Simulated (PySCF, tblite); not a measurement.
# C₆H₁₀: changes of charge, electronic excitations, EPR parameters, part 2 of 3

tblite 0.8.0 and PySCF 2.14.0. Atoms count from 0. Earlier steps stand in the parts before.

## 11. Harmonic vibrations (C6H10+ (doublet), C[C@H]1[CH][CH+]CC1): PBE0-D3(BJ)/def2-SVP

Job settings and geometry (Å):

```
{"job": {"xc": "PBE0", "basis": "def2-SVP", "d3": "d3bj", "grid": 2, "kind": "hessian"}, "charge": 1, "multiplicity": 2}
C      2.068485    -0.016960     0.187871
C      0.560673    -0.056497     0.423899
C     -0.179519     1.202268     0.456821
C     -1.474100     1.031503    -0.057596
C     -1.671418    -0.348112    -0.499654
C     -0.294471    -1.008265    -0.427043
H      2.570494     0.670566     0.882341
H      2.495194    -1.018845     0.327159
H      2.277099     0.309361    -0.842117
H      0.437840    -0.365995     1.506312
H      0.203902     2.138695     0.875903
H     -2.231341     1.820717    -0.107685
H     -2.428399    -0.818073     0.173699
H     -2.183800    -0.400962    -1.481759
H     -0.319406    -2.032507    -0.031601
H      0.146747    -1.072514    -1.436251
```

What it wrote:

```text
coarse grid: 12720 points
cycle   1  E = -233.8241248592  dE =  8.666e-01  |g| = 1.992e-01  |ddm| = 2.802e+00
cycle   2  E = -233.8164457897  dE =  7.679e-03  |g| = 2.343e-01  |ddm| = 6.411e-01
cycle   3  E = -233.8470080920  dE = -3.056e-02  |g| = 3.928e-02  |ddm| = 2.976e-01
cycle   4  E = -233.8477244160  dE = -7.163e-04  |g| = 1.632e-02  |ddm| = 5.906e-02
cycle   5  E = -233.8478741108  dE = -1.497e-04  |g| = 3.831e-03  |ddm| = 1.971e-02
cycle   6  E = -233.8478847731  dE = -1.066e-05  |g| = 1.596e-03  |ddm| = 7.014e-03
cycle   7  E = -233.8478866445  dE = -1.871e-06  |g| = 8.039e-04  |ddm| = 3.159e-03
final grid: 120968 points
cycle   8  E = -233.8830347068  dE = -2.919e-05  |g| = 5.152e-03  |ddm| = 2.260e-02
cycle   9  E = -233.8830304505  dE =  4.256e-06  |g| = 5.948e-03  |ddm| = 1.164e-02
cycle  10  E = -233.8830492492  dE = -1.880e-05  |g| = 5.007e-04  |ddm| = 6.664e-03
cycle  11  E = -233.8830493745  dE = -1.253e-07  |g| = 1.272e-04  |ddm| = 6.611e-04
cycle  12  E = -233.8830493840  dE = -9.509e-09  |g| = 4.039e-05  |ddm| = 1.789e-04
cycle  13  E = -233.8830493850  dE = -1.039e-09  |g| = 1.539e-05  |ddm| = 6.880e-05
cycle  14  E = -233.8830493853  dE = -2.117e-10  |g| = 6.385e-06  |ddm| = 2.564e-05
cycle  15  E = -233.8830493853  dE = -5.087e-11  |g| = 2.250e-06  |ddm| = 1.687e-05
converged SCF energy = -233.8830493853

mode    cm-1
  1     114.4
  2     206.8
  3     242.3
  4     312.9
  5     420.9
  6     573.4
  7     605.5
  8     782.4
  9     791.8
 10     846.7
 11     865.7
 12     911.3
 13     941.9
 14     945.8
 15     979.6
 16    1012.3
 17    1068.0
 18    1091.0
 19    1107.8
 20    1113.3
 21    1168.8
 22    1201.8
 23    1254.2
 24    1292.7
 25    1296.5
 26    1341.3
 27    1384.8
 28    1431.0
 29    1439.4
 30    1461.8
 31    1465.0
 32    1536.8
 33    2776.4
 34    2951.4
 35    3038.0
 36    3074.9
 37    3081.0
 38    3165.2
 39    3179.2
 40    3195.3
 41    3221.9
 42    3237.5
ZPE 371.613  H(298)-E 390.747  G(298)-E 292.521 kJ/mol  S 329.45 J/(mol K)
```

Wall time 27 min (1 thread of AMD EPYC, shared host); peak memory 2.2 GiB.

Zero-point energy 371.61 kJ/mol (xTB gave 361.63).

## 12. Single point (C6H10): wB97X-D3(BJ)/ma-def2-TZVP

Geometry: PBE0-D3(BJ)/def2-SVP, that of another charge or spin state.

The job, as its differences from that of step 11:

```diff
@@ -1,2 +1,2 @@
-{"job": {"xc": "PBE0", "basis": "def2-SVP", "d3": "d3bj", "grid": 2, "kind": "hessian"}, "charge": 1, "multiplicity": 2}
+{"job": {"kind": "sp", "xc": "wB97X", "basis": "ma-def2-TZVP", "d3": "d3bj", "grid": 2}, "charge": 0, "multiplicity": 1}
 C      2.068485    -0.016960     0.187871
```

What it wrote:

```text
coarse grid: 12720 points
cycle   1  E = -234.8454940246  dE =  9.847e-01  |g| = 2.368e-01  |ddm| = 3.039e+00
cycle   2  E = -234.8615881720  dE = -1.609e-02  |g| = 1.065e-01  |ddm| = 5.636e-01
cycle   3  E = -234.8642426071  dE = -2.654e-03  |g| = 4.067e-02  |ddm| = 1.760e-01
cycle   4  E = -234.8647123498  dE = -4.697e-04  |g| = 6.309e-03  |ddm| = 8.517e-02
cycle   5  E = -234.8647240681  dE = -1.172e-05  |g| = 2.526e-03  |ddm| = 1.990e-02
cycle   6  E = -234.8647261964  dE = -2.128e-06  |g| = 4.158e-04  |ddm| = 9.413e-03
final grid: 120968 points
cycle   7  E = -234.8446542304  dE = -5.694e-05  |g| = 2.774e-03  |ddm| = 1.221e-01
cycle   8  E = -234.8446555535  dE = -1.323e-06  |g| = 1.759e-03  |ddm| = 1.028e-02
cycle   9  E = -234.8446562626  dE = -7.091e-07  |g| = 2.873e-04  |ddm| = 2.177e-03
cycle  10  E = -234.8446562893  dE = -2.675e-08  |g| = 9.156e-05  |ddm| = 9.130e-04
cycle  11  E = -234.8446562915  dE = -2.143e-09  |g| = 2.059e-05  |ddm| = 2.106e-04
converged SCF energy = -234.8446562915
```

Run time: 39 s. Hardware: 1 thread of AMD EPYC, shared host; peak memory 1.1 GiB.

## 13. Single point (C6H10+ (doublet), C[C@H]1[CH][CH+]CC1): wB97X-D3(BJ)/ma-def2-TZVP

Geometry: PBE0-D3(BJ)/def2-SVP.

The job, as its differences from that of step 12:

```diff
@@ -1,2 +1,2 @@
-{"job": {"kind": "sp", "xc": "wB97X", "basis": "ma-def2-TZVP", "d3": "d3bj", "grid": 2}, "charge": 0, "multiplicity": 1}
+{"job": {"kind": "sp", "xc": "wB97X", "basis": "ma-def2-TZVP", "d3": "d3bj", "grid": 2}, "charge": 1, "multiplicity": 2}
 C      2.068485    -0.016960     0.187871
```

What it wrote:

```text
final grid: 120968 points
cycle   1  E = -234.5166732120  dE = -2.266e-02  |g| = 1.940e-01  |ddm| = 6.181e-01
cycle   2  E = -234.5244001246  dE = -7.727e-03  |g| = 1.530e-01  |ddm| = 3.398e-01
cycle   3  E = -234.5359538823  dE = -1.155e-02  |g| = 7.781e-03  |ddm| = 1.423e-01
cycle   4  E = -234.5360565727  dE = -1.027e-04  |g| = 4.918e-03  |ddm| = 2.536e-02
cycle   5  E = -234.5361074018  dE = -5.083e-05  |g| = 2.021e-03  |ddm| = 1.817e-02
cycle   6  E = -234.5361229192  dE = -1.552e-05  |g| = 1.051e-03  |ddm| = 7.651e-03
cycle   7  E = -234.5361265888  dE = -3.670e-06  |g| = 3.662e-04  |ddm| = 4.805e-03
cycle   8  E = -234.5361269234  dE = -3.346e-07  |g| = 1.592e-04  |ddm| = 1.724e-03
cycle   9  E = -234.5361269751  dE = -5.169e-08  |g| = 5.569e-05  |ddm| = 5.657e-04
cycle  10  E = -234.5361269830  dE = -7.847e-09  |g| = 2.985e-05  |ddm| = 1.843e-04
converged SCF energy = -234.5361269830
```

Run time: 88 s. Hardware: 1 thread of AMD EPYC, shared host; peak memory 1.4 GiB.

## 14. Single point (C6H10): wB97X-D3(BJ)/ma-def2-TZVP in tetrahydrofuran

Geometry: PBE0-D3(BJ)/def2-SVP.

Job settings and geometry (Å):

```
{"job": {"kind": "sp", "xc": "wB97X", "basis": "ma-def2-TZVP", "d3": "d3bj", "grid": 2, "solvent": "tetrahydrofuran"}, "charge": 0, "multiplicity": 1}
C      2.021010     0.011189     0.118576
C      0.555928    -0.084666     0.520049
C     -0.210900     1.213029     0.446218
C     -1.434493     1.045661    -0.064235
C     -1.695544    -0.394337    -0.412642
C     -0.287144    -1.008267    -0.382007
H      2.578795     0.688404     0.784230
H      2.510090    -0.974669     0.160852
H      2.119404     0.393603    -0.910289
H      0.512468    -0.448682     1.566784
H      0.192458     2.159952     0.816109
H     -2.182555     1.835145    -0.174047
H     -2.361500    -0.853226     0.342712
H     -2.200519    -0.524811    -1.383728
H     -0.273084    -2.058481    -0.054235
H      0.138982    -0.979899    -1.399256
```

What it wrote:

```text
final grid: 120968 points
cycle   1  E = -234.8611459555  dE = -9.357e-05  |g| = 6.247e-03  |ddm| = 1.971e-01
cycle   2  E = -234.8611568900  dE = -1.093e-05  |g| = 4.132e-03  |ddm| = 5.024e-02
cycle   3  E = -234.8611613989  dE = -4.509e-06  |g| = 7.383e-04  |ddm| = 9.332e-03
cycle   4  E = -234.8611618740  dE = -4.751e-07  |g| = 2.381e-04  |ddm| = 1.101e-02
cycle   5  E = -234.8611618959  dE = -2.186e-08  |g| = 6.091e-05  |ddm| = 1.355e-03
cycle   6  E = -234.8611618980  dE = -2.156e-09  |g| = 1.331e-05  |ddm| = 6.792e-04
converged SCF energy = -234.8611618980
```

Run time: 39 s. Hardware: 1 thread of AMD EPYC, shared host; peak memory 1.4 GiB.

## 15. Single point (C₆H₁₀+ (doublet), C[C@H]1[CH][CH+]CC1): wB97X-D3(BJ)/ma-def2-TZVP in tetrahydrofuran

Geometry: PBE0-D3(BJ)/def2-SVP.

Job settings and geometry (Å):

```
{"job": {"kind": "sp", "xc": "wB97X", "basis": "ma-def2-TZVP", "d3": "d3bj", "grid": 2, "solvent": "tetrahydrofuran"}, "charge": 1, "multiplicity": 2}
C      2.068485    -0.016960     0.187871
C      0.560673    -0.056497     0.423899
C     -0.179519     1.202268     0.456821
C     -1.474100     1.031503    -0.057596
C     -1.671418    -0.348112    -0.499654
C     -0.294471    -1.008265    -0.427043
H      2.570494     0.670566     0.882341
H      2.495194    -1.018845     0.327159
H      2.277099     0.309361    -0.842117
H      0.437840    -0.365995     1.506312
H      0.203902     2.138695     0.875903
H     -2.231341     1.820717    -0.107685
H     -2.428399    -0.818073     0.173699
H     -2.183800    -0.400962    -1.481759
H     -0.319406    -2.032507    -0.031601
H      0.146747    -1.072514    -1.436251
```

What it wrote:

```text
final grid: 120968 points
cycle   1  E = -234.6141753072  dE = -6.606e-04  |g| = 9.176e-03  |ddm| = 2.586e-01
cycle   2  E = -234.6142419443  dE = -6.664e-05  |g| = 5.193e-03  |ddm| = 6.710e-02
cycle   3  E = -234.6142605499  dE = -1.861e-05  |g| = 1.655e-03  |ddm| = 1.279e-02
cycle   4  E = -234.6142663430  dE = -5.793e-06  |g| = 6.057e-04  |ddm| = 1.193e-02
cycle   5  E = -234.6142675403  dE = -1.197e-06  |g| = 3.465e-04  |ddm| = 1.948e-03
cycle   6  E = -234.6142680230  dE = -4.827e-07  |g| = 1.586e-04  |ddm| = 1.559e-03
cycle   7  E = -234.6142681088  dE = -8.582e-08  |g| = 3.697e-05  |ddm| = 7.638e-04
cycle   8  E = -234.6142681125  dE = -3.701e-09  |g| = 1.977e-05  |ddm| = 2.060e-04
converged SCF energy = -234.6142681125
```

Run time: 75 s. Hardware: 1 thread of AMD EPYC, shared host; peak memory 1.4 GiB.

## 16. Changes of charge: wB97X-D3(BJ)/ma-def2-TZVP

This step combines the energies above: geometries from PBE0-D3(BJ)/def2-SVP, zero-point and thermal terms from PBE0-D3(BJ)/def2-SVP.

Job settings and geometry (Å):

```
{"job": {"kind": "rx", "dirs": [1], "geom": {"xc": "PBE0", "basis": "def2-SVP", "d3": "d3bj", "grid": 1}, "hess": 1, "level": {"xc": "wB97X", "basis": "ma-def2-TZVP", "d3": "d3bj", "solvents": ["tetrahydrofuran"]}}, "charge": 0, "multiplicity": 1}
C      2.021010     0.011189     0.118576
C      0.555928    -0.084666     0.520049
C     -0.210900     1.213029     0.446218
C     -1.434493     1.045661    -0.064235
C     -1.695544    -0.394337    -0.412642
C     -0.287144    -1.008267    -0.382007
H      2.578795     0.688404     0.784230
H      2.510090    -0.974669     0.160852
H      2.119404     0.393603    -0.910289
H      0.512468    -0.448682     1.566784
H      0.192458     2.159952     0.816109
H     -2.182555     1.835145    -0.174047
H     -2.361500    -0.853226     0.342712
H     -2.200519    -0.524811    -1.383728
H     -0.273084    -2.058481    -0.054235
H      0.138982    -0.979899    -1.399256
```

Output (the driver's rows laid out field by field):

```text
ionisation and electron attachment, wB97X-D3(BJ)/ma-def2-TZVP // PBE0-D3(BJ)/def2-SVP

row 1
  change                  oxidation
  charge                  1
  multiplicity            2
  vertical_ev             9.0064
  vertical_s2             0.753
  formula                 C6H10
  smiles                  C[C@H]1[CH][CH+]CC1
  kept                    yes
  pieces                  1
  point_group             C1
  adiabatic_electronic_ev 8.7929
  adiabatic_ev            8.6954
  free_energy_ev          8.6683
  s2                      0.753
  bonds_moved             2 3 1.336 1.403; 1 2 1.509 1.461; 3 4 1.504 1.462; 1 9 1.109 1.132
  spin_on                 3 C 0.416; 2 C 0.359; 9 H 0.081
  charge_moved            2 C 0.221; 3 C 0.218; 9 H 0.092; 12 H 0.085
  vertical_back_ev        8.3955
  relaxation_parent_ev    0.3974
  relaxation_ion_ev       0.2134
  reorganisation_ev       0.6108
  solution                solvent tetrahydrofuran, absolute_potential_v 6.5937, solvation_parent_kj -4.99, solvation_ion_kj -205.16
```

It took 49 min on 1 thread of AMD EPYC, shared host; peak memory 1.4 GiB.

Energy taken up on oxidation, or given off on reduction (eV; adiabatic with zero-point energy):

| change | product | vertical | adiabatic | free energy | reorganisation | ⟨S²⟩ |
| --- | --- | --- | --- | --- | --- | --- |
| oxidation (multiplicity 2) | C[C@H]1[CH][CH+]CC1 | 9.01 | 8.70 | 8.67 | 0.61 | 0.75 |

On oxidation to multiplicity 2 charge changes most on C2 (+0.22 e), C3 (+0.22 e), H9 (+0.09 e); the spin sits on C3 (0.42), C2 (0.36), H9 (0.08); the bond C2–C3 goes from 1.336 to 1.403 Å; the absolute potential is 6.59 V in tetrahydrofuran.

## 17. Electronic excitations: TDDFT B3LYP/def2-SVPD

The job, as its differences from that of step 16:

```diff
@@ -1,2 +1,2 @@
-{"job": {"kind": "rx", "dirs": [1], "geom": {"xc": "PBE0", "basis": "def2-SVP", "d3": "d3bj", "grid": 1}, "hess": 1, "level": {"xc": "wB97X", "basis": "ma-def2-TZVP", "d3": "d3bj", "solvents": ["tetrahydrofuran"]}}, "charge": 0, "multiplicity": 1}
+{"job": {"kind": "uv", "xc": "B3LYP", "basis": "def2-SVPD", "nstates": 6, "ntriplets": 0}, "charge": 0, "multiplicity": 1}
 C      2.021010     0.011189     0.118576
```

Level: TDDFT B3LYP/def2-SVPD, vertical, gas phase, core orbitals frozen in the response.

What it wrote:

```text
coarse grid: 12720 points
cycle   1  E = -234.3849744179  dE =  5.073e-01  |g| = 4.275e-01  |ddm| = 6.971e+00
cycle   2  E = -234.3565880746  dE =  2.839e-02  |g| = 5.440e-01  |ddm| = 1.879e+00
cycle   3  E = -234.4381522271  dE = -8.156e-02  |g| = 4.632e-02  |ddm| = 1.044e+00
cycle   4  E = -234.4384883112  dE = -3.361e-04  |g| = 2.731e-02  |ddm| = 1.757e-01
cycle   5  E = -234.4386495780  dE = -1.613e-04  |g| = 1.043e-02  |ddm| = 5.838e-02
cycle   6  E = -234.4386750991  dE = -2.552e-05  |g| = 3.207e-03  |ddm| = 2.239e-02
cycle   7  E = -234.4386777280  dE = -2.629e-06  |g| = 2.554e-04  |ddm| = 6.069e-03
final grid: 120968 points
cycle   8  E = -234.4875156973  dE = -4.851e-05  |g| = 5.216e-03  |ddm| = 1.721e-01
cycle   9  E = -234.4875104753  dE =  5.222e-06  |g| = 6.883e-03  |ddm| = 2.365e-02
cycle  10  E = -234.4875232115  dE = -1.274e-05  |g| = 5.328e-04  |ddm| = 1.355e-02
cycle  11  E = -234.4875232622  dE = -5.067e-08  |g| = 2.924e-04  |ddm| = 1.479e-03
cycle  12  E = -234.4875232828  dE = -2.067e-08  |g| = 8.558e-05  |ddm| = 5.954e-04
cycle  13  E = -234.4875232846  dE = -1.791e-09  |g| = 1.561e-05  |ddm| = 1.820e-04
cycle  14  E = -234.4875232847  dE = -6.060e-11  |g| = 1.976e-06  |ddm| = 3.793e-05
converged SCF energy = -234.4875232847

Static polarisability (au): isotropic 70.823, principal 58.155 69.490 84.823

Singlet excitations
state   eV       nm        f      main configurations
  1   6.3477    195.3   0.02885   H->L+1 0.82, H->L 0.15
  2   6.6587    186.2   0.20742   H->L 0.74, H->L+1 0.10, H->L+2 0.10
  3   6.9625    178.1   0.01780   H->L+2 0.85
  4   7.1604    173.2   0.04268   H->L+3 0.96
  5   7.2446    171.1   0.02375   H->L+4 0.94
  6   7.8225    158.5   0.00247   H->L+5 0.83, H->L+6 0.08
```

Run time: 55 s. Hardware: 1 thread of AMD EPYC, shared host; peak memory 1.1 GiB.

The orbitals next to the gap, with their largest atomic shares:

| orbital | eV | atoms |
| --- | --- | --- |
| HOMO−3 | -9.37 | C5 21 %, C4 15 %, C3 14 % |
| HOMO−2 | -9.08 | C1 21 %, C0 15 %, C5 11 % |
| HOMO−1 | -8.89 | C1 21 %, C5 20 %, C0 14 % |
| HOMO | -6.66 | C3 31 %, C2 31 %, C4 8 % |
| LUMO | 0.20 | C3 31 %, C2 29 %, C1 6 % |
| LUMO+1 | 0.62 | C4 11 %, C3 11 %, C2 11 % |
| LUMO+2 | 1.08 | C0 17 %, C4 12 %, H6 11 % |

With each of the 6 states as a Gaussian band of 0.4 eV half-width at 1/e, the curve within the window shown has maxima at 186 nm (ε 9,900) L/(mol cm). Beyond the last state computed it falls off for lack of states. The curve at chosen wavelengths:

(nm, ε (L/mol/cm)): (153, 70), (156, 157), (158, 269), (161, 606), (163, 996), (166, 1862), (168, 2594), (171, 3837), (173, 4739), (176, 6214), (178, 7261), (181, 8746), (183, 9494), (186, 9937), (188, 9687), (191, 8569), (193, 7481), (196, 5664), (198, 4497), (201, 2997), (203, 2206), (206, 1328), (208, 920), (211, 510), (213, 336), (216, 173)

Ground-state properties from the same run:

| property | computed |
| --- | --- |
| dipole moment (D) | 0.26 |
| polarisability (Å³) | 10.49 |
| HOMO–LUMO gap (eV) | 6.86 |
| −ε(HOMO) (eV) | 6.66 |

## 18. EPR parameters (C₆H₁₀+ (doublet), C[C@H]1[CH][CH+]CC1): UKS B3LYP, pcH-1 on C H

Job settings and geometry (Å):

```
{"job": {"kind": "epr", "basis": "pcH-1"}, "charge": 1, "multiplicity": 2}
C      2.068485    -0.016960     0.187871
C      0.560673    -0.056497     0.423899
C     -0.179519     1.202268     0.456821
C     -1.474100     1.031503    -0.057596
C     -1.671418    -0.348112    -0.499654
C     -0.294471    -1.008265    -0.427043
H      2.570494     0.670566     0.882341
H      2.495194    -1.018845     0.327159
H      2.277099     0.309361    -0.842117
H      0.437840    -0.365995     1.506312
H      0.203902     2.138695     0.875903
H     -2.231341     1.820717    -0.107685
H     -2.428399    -0.818073     0.173699
H     -2.183800    -0.400962    -1.481759
H     -0.319406    -2.032507    -0.031601
H      0.146747    -1.072514    -1.436251
```

Method: UKS B3LYP, pcH-1 on C H, non-relativistic, mean-field spin-orbit, GIAO.

What it wrote:

```text
UKS, coarse grid
  cycle   1  E = -234.31431571  |g| = 2.44e-01
  cycle   2  E = -234.29332358  |g| = 3.08e-01
  cycle   3  E = -234.34313585  |g| = 5.44e-02
  cycle   4  E = -234.34439378  |g| = 2.49e-02
  cycle   5  E = -234.34471363  |g| = 4.06e-03
  cycle   6  E = -234.34472195  |g| = 1.69e-03
  cycle   7  E = -234.34472361  |g| = 8.44e-04
UKS, final grid
  cycle   1  E = -234.34472150  |g| = 1.26e-03
  cycle   2  E = -234.34472021  |g| = 2.03e-03
  cycle   3  E = -234.34472235  |g| = 6.45e-05
  cycle   4  E = -234.34472235  |g| = 5.26e-05
  cycle   5  E = -234.34472236  |g| = 1.26e-05
E = -234.34472236 Eh   <S^2> = 0.7521 (exact 0.7500)
g shifts (ppm)      1          2          3
  rmc          -135       -135       -135
  gc              7         15         14
  oz_so         -11        469       1626
  total        -139        349       1504
hyperfine (MHz)  atom isotope    a_iso     a_fc   dipolar eigenvalues
    0   13C      17.40      17.40     -3.92     -3.81      7.74
    1   13C     -13.47     -13.47     -7.96     -5.61     13.57
    2   13C      17.82      17.82    -30.57    -27.96     58.53
    3   13C      23.91      23.91    -35.16    -32.66     67.82
    4   13C     -20.31     -20.31     -5.70     -3.64      9.34
    5   13C       5.70       5.70     -2.34     -1.14      3.48
    6    1H      -1.54      -1.54     -2.58     -1.96      4.54
    7    1H      -3.35      -3.35     -2.76     -1.28      4.04
    8    1H      22.17      22.17     -2.97      0.34      2.63
    9    1H     266.42     266.42     -7.24     -3.47     10.71
   10    1H     -24.76     -24.76    -14.21     -3.78     17.99
   11    1H     -28.01     -28.01    -16.01     -3.88     19.89
   12    1H     175.27     175.27     -5.53     -4.06      9.59
   13    1H     128.63     128.63     -5.52     -3.75      9.28
   14    1H       6.81       6.81     -2.95     -1.79      4.73
   15    1H      48.53      48.53     -2.34     -1.99      4.32
```

It took 87 s on 1 thread of AMD EPYC, shared host; peak memory 1 GiB.

Principal g values 2.00218, 2.00267, 2.00382; g(iso) = 2.00289, against 2.00232 for a free electron.

Mean a(iso) over the nuclei that a row names, and the largest dipolar term of the row (other rows stand at the frozen geometry):

| nuclei | isotope | a(iso) (MHz) | a(iso) (G, at g = 2.0023) | largest dipolar term (MHz) |
| --- | --- | --- | --- | --- |
| H9 | 1H | 266.4 | 95.1 | 10.7 |
| H12 | 1H | 175.3 | 62.5 | 9.6 |
| H13 | 1H | 128.6 | 45.9 | 9.3 |
| H15 | 1H | 48.5 | 17.3 | 4.3 |
| H11 | 1H | -28.0 | -10.0 | 19.9 |
| H10 | 1H | -24.8 | -8.8 | 18.0 |
| C3 | 13C | 23.9 | 8.5 | 67.8 |
| C4 | 13C | -20.3 | -7.2 | 9.3 |
| C2 | 13C | 17.8 | 6.4 | 58.5 |
| C0 | 13C | 17.4 | 6.2 | 7.7 |
| C1 | 13C | -13.5 | -4.8 | 13.6 |
| H14 | 1H | 6.8 | 2.4 | 4.7 |
| H6, H7, H8 | 1H | 5.8 | 2.1 | 4.5 |
| C5 | 13C | 5.7 | 2.0 | 3.5 |

Mulliken spin populations:

C0 0.03; C1 -0.01; C2 0.36; C3 0.41; C4 -0.03; C5 0.01; H6 0.00; H7 0.00; H8 0.01; H9 0.11; H10 -0.01; H11 -0.02; H12 0.07; H13 0.05; H14 0.00; H15 0.02

In first order the couplings over 0.8 MHz of 1H give 512 distinct lines over 248.3 G, if the averaged nuclei exchange fast.

## 19. Spectra of the species

Job settings and geometry (Å):

```
{"job": {"kind": "rx", "dirs": [1], "geom": {"xc": "PBE0", "basis": "def2-SVP", "d3": "d3bj", "grid": 1}, "hess": 1, "level": {"xc": "wB97X", "basis": "ma-def2-TZVP", "d3": "d3bj", "solvents": ["tetrahydrofuran"]}, "spectra": true}, "charge": 0, "multiplicity": 1}
C      2.021010     0.011189     0.118576
C      0.555928    -0.084666     0.520049
C     -0.210900     1.213029     0.446218
C     -1.434493     1.045661    -0.064235
C     -1.695544    -0.394337    -0.412642
C     -0.287144    -1.008267    -0.382007
H      2.578795     0.688404     0.784230
H      2.510090    -0.974669     0.160852
H      2.119404     0.393603    -0.910289
H      0.512468    -0.448682     1.566784
H      0.192458     2.159952     0.816109
H     -2.182555     1.835145    -0.174047
H     -2.361500    -0.853226     0.342712
H     -2.200519    -0.524811    -1.383728
H     -0.273084    -2.058481    -0.054235
H      0.138982    -0.979899    -1.399256
```

What it wrote:

```text
uv C[C@H]1C=CCC1 +0: TDDFT B3LYP/def2-SVPD, vertical, gas phase, core orbitals frozen in the response
epr C[C@H]1[CH][CH+]CC1 +1: UKS B3LYP, pcH-1 on C H, non-relativistic, mean-field spin-orbit, GIAO
```

Wall time 2.4 min (1 thread of AMD EPYC, shared host); peak memory 1 GiB.

This step only lists the spectra that were run on the species above.

[end of part 2 of 3]
